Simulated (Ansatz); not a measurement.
Input file:

```yaml
crystal:
  periodic: [false, false, false]
  atoms:
    - {symbol: Ge, position_ang: [0.000000, -0.026870, 0.688911]}
    - {symbol: Na, position_ang: [0.000000, 0.015654, -2.202807]}
    - {symbol: H, position_ang: [0.000000, 1.579397, 0.594781]}
basis:
  gaussian: {orbitals: cc-pVDZ}
magnetization: {spin_polarized: true, initial_magnetization: 0}
correlation: {method: ccsd_t, electrons: outside_noble_gas}
```

```sh
$ ansatz run in.yaml --threads 1 --pin off --events-out ev --progress --plain --max-ram 2393MiB
```

The program prints:

```
540 factors; integrals over basis functions are off by at most 1.1e-3 eV
mean field evaluation 1: about -60891.2281 eV, gradient 3.5e0 eV
mean field evaluation 2: about -60891.2346 eV, gradient 3.5e0 eV
mean field evaluation 4: about -60891.4080 eV, gradient 2.4e-1 eV
mean field evaluation 8: about -60891.4096 eV, gradient 1.6e-6 eV
mean field evaluation 16: about -60891.8582 eV, gradient 7.3e-1 eV
mean field evaluation 32: about -60891.3066 eV, gradient 1.7e0 eV
mean field evaluation 64: about -60891.4094 eV, gradient 7.7e-2 eV
mean field evaluation 96: about -60889.8900 eV, gradient 9.2e-6 eV
mean field evaluation 128: about -60890.0042 eV, gradient 5.2e0 eV
mean field evaluation 160: about -60891.4108 eV, gradient 8.0e-1 eV
...
mean field evaluation 800: about -60891.7054 eV, gradient 5.8e-3 eV
mean field evaluation 832: about -60888.6040 eV, gradient 1.3e0 eV
mean field evaluation 864: about -60888.0206 eV, gradient 9.1e-1 eV
mean field evaluation 896: about -60889.1057 eV, gradient 9.0e-4 eV
mean field evaluation 928: about -60889.2033 eV, gradient 2.6e-4 eV
mean field evaluation 960: about -60891.5574 eV, gradient 2.8e0 eV
mean field evaluation 992: about -60891.4026 eV, gradient 7.9e-1 eV
mean field evaluation 1024: about -60891.4096 eV, gradient 1.9e-3 eV
mean field evaluation 1056: about -60889.8686 eV, gradient 4.2e-2 eV
mean field -60891.87300660 eV, -2237.7350589986 hartree, gradient 1.0e-6 eV, S^2 0.907584; 28 other end points of the search recorded, 0 dependent functions left out
determinant -60891.87300660 eV, -2237.7350589986 hartree, with singles and doubles -60894.48269342 eV, -2237.8309632202 hartree
determinant -60891.70539738 eV, -2237.7288994735 hartree, with singles and doubles -60894.29295812 eV, -2237.8239905768 hartree
determinant -60889.91071098 eV, -2237.6629459648 hartree, with singles and doubles -60892.72599160 eV, -2237.7664056193 hartree
determinant -60889.78895673 eV, -2237.6584715785 hartree, with singles and doubles -60892.33805970 eV, -2237.7521493849 hartree
determinant -60889.20327815 eV, -2237.6369482878 hartree, with singles and doubles -60891.57472550 eV, -2237.7240973702 hartree
determinant -60889.13000526 eV, -2237.6342555587 hartree, with singles and doubles -60891.72335140 eV, -2237.7295592714 hartree
determinant -60889.10566085 eV, -2237.6333609182 hartree, with singles and doubles -60891.74686732 eV, -2237.7304234654 hartree
determinant -60888.97476082 eV, -2237.6285504306 hartree, with singles and doubles -60891.46417630 eV, -2237.7200347623 hartree
determinant -60888.72911122 eV, -2237.6195229746 hartree, with singles and doubles -60891.07320092 eV, -2237.7056666820 hartree
determinant -60888.59506665 eV, -2237.6145969272 hartree, with singles and doubles -60891.03627968 eV, -2237.7043098514 hartree
determinant -60891.87300660 eV, -2237.7350589986 hartree, with singles and doubles -60894.48576621 eV, -2237.8310761432 hartree
determinant -60891.70539738 eV, -2237.7288994735 hartree, with singles and doubles -60894.31305500 eV, -2237.8247291234 hartree
determinant -60891.44707497 eV, -2237.7194062999 hartree, with singles and doubles -60894.40138965 eV, -2237.8279753618 hartree
determinant -60891.40962896 eV, -2237.7180301845 hartree, with singles and doubles -60894.41826160 eV, -2237.8285953948 hartree
determinant -60889.88998175 eV, -2237.6621841797 hartree, with singles and doubles -60892.80644885 eV, -2237.7693623685 hartree
determinant -60889.87739807 eV, -2237.6617217377 hartree, with singles and doubles -60892.79594258 eV, -2237.7689762702 hartree
19 core orbitals not correlated: weight in the atoms' cores, before any rotation towards them, 1.000 or more for the frozen orbitals, at most 0.000 for the correlated occupied ones
reference -60891.87300660 eV, -2237.7350589986 hartree; 3, 3 occupied and 28, 28 virtual orbitals, 540 factors
second order -1.97037084 eV of doubles, -0.00000000 eV of singles
cycle   1  -2.61275928 eV  change    3.3e-7 eV  update   4.5e-6
perturbative correction -0.07888656 eV, -0.0028990276 hartree
Total energy: -60894.56465244 eV, -2237.8339751586 hartree
```

The determinant's ⟨S²⟩ is 0.91 against 0.00 for a pure state. The T1 diagnostic is 0.055.

Ran on 1 thread of Arm Neoverse V1, shared host: 21 s wall, 0.11 GiB peak host memory.
